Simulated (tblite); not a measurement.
Input of a run (GFN2-xTB geometry optimisation, gas phase (tblite 0.8.0)), started from a force field or distance geometry:
```
{"job": {"kind": "relax", "xc": "GFN2-xTB", "basis": "xTB"}, "charge": 0, "multiplicity": 1}
Cl     2.828300    -0.568200    -0.163700
C      1.115300    -0.327100    -0.081700
C      0.465800     0.869000     0.031500
C     -0.927100     0.576300     0.064800
C     -1.018000    -0.802800     0.005400
O      0.214800    -1.355500    -0.093000
H      0.919000     1.852100     0.060000
H     -1.747300     1.265200     0.155400
H     -1.837300    -1.503000    -0.003900
```

Output (eV, eV/Å):
```
step      E/eV     max force
  0    -508.54548    1.208
  1    -508.57998    0.693
  2    -508.60422    0.468
  3    -508.61868    0.211
  4    -508.62090    0.196
  5    -508.62438    0.156
  6    -508.62621    0.184
  7    -508.62853    0.155
  8    -508.63004    0.112
  9    -508.63077    0.079
 10    -508.63096    0.032
 11    -508.63103    0.026
 12    -508.63108    0.020
 13    -508.63110    0.013
 14    -508.63111    0.012
 15    -508.63112    0.012
 16    -508.63113    0.012
 17    -508.63113    0.007
```

**Question.** Summarise the run.

**Answer.** The energy falls by 2.0 kcal/mol over 17 L-BFGS steps, the largest force on an atom goes from 1.21 to 0.007 eV/Å, and the atoms move by 0.045 Å rms after alignment. The bond that changes most is Cl1–C2 (aryl chlorine to aromatic C–Cl carbon), which shortens by 0.031 Å. Bonds longer at the end by more than 0.005 Å: 0 of 9; shorter: 7. Among the angles that change most is Cl1–C2–O6, from 123.1° to 117.7°. The energy never rose by more than 1e-5 eV on the way. The first step brought 40 % of the lowering.

**Question.** What are the final bond lengths?

**Answer.** Cl1–C2 1.701 Å, C2–C3 1.362 Å, C3–C4 1.418 Å, C4–C5 1.359 Å, C5–O6 1.348 Å, C2–O6 1.342 Å, C3–H7 1.069 Å, C4–H8 1.070 Å, C5–H9 1.071 Å. Numbering counts from 1 in the input's order; the species is `Clc1ccco1`.

Its GFN2-xTB frequencies are all real (lowest 227 cm⁻¹).

All values are computed, not measured.
